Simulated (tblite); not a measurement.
Compound: C2H4FP.
SMILES: `[H]/P=C(\C)F`

Method: GFN2-xTB as coded in tblite; computed harmonic values from a numerical Hessian at the method's own geometry, unscaled. The method is semi-empirical: single wavenumbers can be off by several per cent or more. Modes of hydrogen on phosphorus can be 10 to 20 % off.

Harmonic wavenumbers (cm⁻¹): 115.3, 314.4, 372.5, 378.6, 558.3, 735.6, 905.7, 973.3, 997.7, 1181.4, 1321.7, 1386.4, 1443.8, 1464.4, 2275.9, 2983.5, 3001.4, 3057.0.

A = 9586, B = 4730, C = 3231 MHz; mass 78.003 u (most abundant isotopes); point group Cs, symmetry number 1.

Problem. What is the zero-point energy?

Solution. ½Σν̃ = 11733 cm⁻¹ = 33.55 kcal/mol.

Problem. What is S at 200 K and 1 bar for an ideal gas of classical rigid rotors and harmonic oscillators?

Solution. Translation 37.02, rotation 24.01, vibration 4.51: S = 65.5 cal/(mol K).

Problem. And Cp and H(200 K) − H(0)?

Solution. Cp = 14.62 cal/(mol K), of which vibrations give 6.67 (their classical limit is 18 R = 35.8); H(200 K) − H(0) = 2.15 kcal/mol without the zero-point energy, 0.56 from vibrations.

Problem. How do the functions run with temperature in this model?

Solution. 
```tsv
T (K)	S (cal/(mol K))	Cp (cal/(mol K))	H − H(0) (kcal/mol)	G − H(0) (kcal/mol)	ln q(vib)
50	50.3	8.8	0.41	-2.11	0.04
100	57.0	10.6	0.89	-4.80	0.23
298.15	72.1	18.4	3.77	-17.72	1.59
373.15	76.5	21.1	5.26	-23.29	2.20
500	83.2	25.0	8.19	-33.43	3.27
750	94.5	30.6	15.20	-55.70	5.38
1000	103.9	34.2	23.34	-80.54	7.38
```

q(vib) and H(0) count from the zero-point level.

Problem. Which modes carry the vibrational entropy at 200 K?

Solution. 115.3 cm⁻¹: 2.41; 314.4 cm⁻¹: 0.74; 372.5 cm⁻¹: 0.53; 378.6 cm⁻¹: 0.52; 558.3 cm⁻¹: 0.18; 735.6 cm⁻¹: 0.06 cal/(mol K); the other 12 give 0.06 together.

Problem. Blend soft modes into free rotors: weight 1/[1 + (100 cm⁻¹/ν̃)⁴] for the oscillator and the rest for a rotor with moment μB/(μ + B), μ = h/(8π²ν), B = 10⁻⁴⁴ kg m². What vibrational entropy results?

Solution. 4.48 cal/(mol K) in place of 4.51, which changes −T·S at 200 K by 0.00 kcal/mol.

Hindered rotation and anharmonicity are outside this model.
